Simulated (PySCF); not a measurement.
Molecule: `[C-]#[N+]C(C)C`, C4H7N.

Molfile (atoms numbered from 1):
```
C4H7N
     RDKit          3D

 12 11  0  0  0  0  0  0  0  0999 V2000
    0.1488    2.7232   -0.0596 C   0  0  0  0  0  0  0  0  0  0  0  0
    0.1266    1.5722    0.1637 N   0  0  0  0  0  0  0  0  0  0  0  0
    0.1028    0.1705    0.4102 C   0  0  0  0  0  0  0  0  0  0  0  0
    1.1961   -0.5194   -0.3970 C   0  0  0  0  0  0  0  0  0  0  0  0
   -1.2854   -0.3874    0.1191 C   0  0  0  0  0  0  0  0  0  0  0  0
    0.3197    0.0395    1.4846 H   0  0  0  0  0  0  0  0  0  0  0  0
    1.2093   -1.5946   -0.1668 H   0  0  0  0  0  0  0  0  0  0  0  0
    2.1837   -0.0990   -0.1610 H   0  0  0  0  0  0  0  0  0  0  0  0
    1.0143   -0.3946   -1.4751 H   0  0  0  0  0  0  0  0  0  0  0  0
   -1.3179   -1.4582    0.3668 H   0  0  0  0  0  0  0  0  0  0  0  0
   -1.5319   -0.2672   -0.9465 H   0  0  0  0  0  0  0  0  0  0  0  0
   -2.0507    0.1322    0.7125 H   0  0  0  0  0  0  0  0  0  0  0  0
  1  2  3  0
  2  3  1  0
  3  4  1  0
  3  5  1  0
  3  6  1  0
  4  7  1  0
  4  8  1  0
  4  9  1  0
  5 10  1  0
  5 11  1  0
  5 12  1  0
M  CHG  2   1  -1   2   1
M  END
```

Geometry PBE0-D3(BJ)/def2-SVP throughout; GIAO in PySCF, gas phase, one conformer, non-relativistic; equivalent atoms averaged; basis pcSseg-2.

For orientation, BP86 gives these shifts δ (against TMS, NH3 at the same level): C1 172.0, C3 48.5, C4/C5 26.4, N2 209.2, H6 3.74, H7/H8/H9/H10/H11/H12 1.26 ppm.

A run gave: C1 183.3, C3 47.2, C4/C5 26.6, N2 213.0, H6 3.52, H7/H8/H9/H10/H11/H12 1.29 ppm (shifts δ (against TMS, NH3 at the same level)).

Q: Which functional was used in that run?
A. PBE
B. CAM-B3LYP
C. LDA
D. B97-D
E. BLYP

A: B. H6 tells them apart best: CAM-B3LYP gives 3.52, LDA gives 3.85, B97-D gives 3.73, BLYP gives 3.73, PBE gives 3.76 ppm.
